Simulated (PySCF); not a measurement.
C₃H₇Cl, SMILES CCCCl, point group Cs.

Force field and properties: PBE0/pcSseg-1 (PySCF, grid level 2). Vibrational terms come from second-order perturbation theory with semi-diagonal cubic constants, by steps of ±0.6 along the normal coordinates of each isotopologue. The parent has the commonest isotopes.

Equilibrium geometry (Å):

```
atom        x        y        z
  C1   1.3078   0.3104   0.0123
  C2   0.0647  -0.5211  -0.2710
  C3  -1.1939   0.1771   0.1947
 Cl4  -2.6660  -0.8009  -0.1332
  H5   2.2088  -0.2089  -0.3309
  H6   1.4283   0.5044   1.0850
  H7   1.2713   1.2796  -0.4997
  H8  -0.0183  -0.7276  -1.3451
  H9   0.1372  -1.4955   0.2276
 H10  -1.1792   0.3600   1.2730
 H11  -1.3389   1.1331  -0.3166
```

Q: Give the equilibrium and ground-state rotational constants (MHz) of parent; ¹³C at 2.

A: 
```
 species     Ae      Be      Ce     A0      B0      C0  Δ0 (u Å²)  harmonic ZPE (cm⁻¹)
  parent  26123    2369    2264  25790  2352.3  2247.5     -9.580                20938
¹³C at 2  25795  2355.2  2248.9  25466  2338.7  2232.7     -9.579                20892
```

Δ0 = Ic − Ia − Ib from the ground-state constants.

Q: How is the parent's vibrational correction B0 − Be made up?

A: 
```
axis  harmonic  Coriolis  cubic  total (MHz)
   a      60.9      -151   -243         -334
   b      1.85     -1.37  -17.2        -16.8
   c      1.33     -0.74  -17.1        -16.5
```

Q: And its quartic centrifugal distortion constants from the harmonic force field?

A: Asymmetric top, A reduction, Ir representation: ΔJ = 0.356 kHz, ΔJK = -2.18 kHz, ΔK = 74.4 kHz, δJ = 0.0224 kHz, δK = 0.23 kHz.

Q: Which nuclear quadrupole couplings χaa, χbb, χcc (MHz) does the parent show, at equilibrium and averaged?

A: 35Cl at 4: -58.9, 20.6, 38.3 and -58.7, 20.5, 38.3.

A mode lies under 250 cm⁻¹, where this perturbation treatment is rough. Internal rotors are held in one well.
